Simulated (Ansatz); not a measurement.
# AlH₃O (triplet): wave-function methods side by side at a displaced geometry (v2), cc-pVDZ

How much of the correlation energy of AlH₃O (triplet) does each wave-function method recover here?

Computed with Ansatz 0.2.0, Gaussian basis. Level: cc-pVDZ, core rule «outside noble gas», up to 6 orbitals frozen.

The runs, in order: UHF; CCSD(T) on ROHF; CCSD(T) on UHF; BCCD(T) on ROHF; CISD; CCSDT(Q) on ROHF; CCSDT(Q) on UHF.

30 further runs of the same task are left out: 11 for a known fault of the program, 7 that didn't finish, 12 set aside as unsound or not needed.

### Step 1. What is computed

The geometry is a PBE0/def2-TZVP stationary point (not a proven minimum) with its atoms shifted at random (size 0.100 Å).

5 atoms, charge 0, spin multiplicity 3.

Atoms are counted from 1 here; the program's logs count them from 0.

Bond lengths: Al1–O2 1.702 Å, Al1–H3 1.818 Å, Al1–H4 1.914 Å, O2–H5 1.054 Å. Angles: O2–Al1–H3 77.7°, O2–Al1–H4 79.7°, H3–Al1–H4 157.3°, Al1–O2–H5 169.4°.

### Step 2. UHF

File in.yaml:

```yaml
crystal:
  periodic: [false, false, false]
  atoms:
    - {symbol: Al, position_ang: [0.061756, 0.001510, 0.665029]}
    - {symbol: O, position_ang: [-0.103118, 0.009883, -1.028775]}
    - {symbol: H, position_ang: [-0.026497, 1.779043, 0.292719]}
    - {symbol: H, position_ang: [0.056611, -1.879393, 0.310933]}
    - {symbol: H, position_ang: [-0.046447, -0.096943, -2.075675]}
basis:
  gaussian: {orbitals: cc-pVDZ}
magnetization: {spin_polarized: true, initial_magnetization: 2}
hamiltonian: {xc: hf}
output: {orbitals: {seedname: orbitals}}
```

Command:

```sh
> ansatz run in.yaml --threads 1 --pin off --events-out ev --progress --plain --max-ram 2393MiB
```

After this run come: CCSD(T) on ROHF; CCSD(T) on UHF; BCCD(T) on ROHF; CISD; CCSDT(Q) on ROHF; CCSDT(Q) on UHF.

**Question.** What will the summary of the whole plan be? Wanted: UCCSDT(Q) below the RHF energy; RMP2 from UCCSDT(Q); UMP2 from UCCSDT(Q); RCCSD from UCCSDT(Q); RCCSD(T) from UCCSDT(Q); UCCSD(T) from UCCSDT(Q); RCCSDT(Q) from UCCSDT(Q); T1 diagnostic.

**Answer**, as computed:

| quantity | value |
| --- | --- |
| UCCSDT(Q) below the RHF energy | -8.2420 eV |
| RMP2 from UCCSDT(Q) | +91.9 kJ/mol |
| UMP2 from UCCSDT(Q) | +86.9 kJ/mol |
| RCCSD from UCCSDT(Q) | +28.4 kJ/mol |
| RCCSD(T) from UCCSDT(Q) | +5.6 kJ/mol |
| UCCSD(T) from UCCSDT(Q) | +5.7 kJ/mol |
| RCCSDT(Q) from UCCSDT(Q) | +0.4 kJ/mol |
| levels within 1 kcal/mol (43 meV) | RCCSDT, UCCSDT, RCCSDT(Q) |
| T1 diagnostic | 0.052 |

**Reading.** RCCSD(T) lands +5.6 kJ/mol from the yardstick (0.7 % of the correlation energy). These misses are within one basis, not against nature; the frozen cores of restricted and unrestricted runs differ, which can shift their rows.
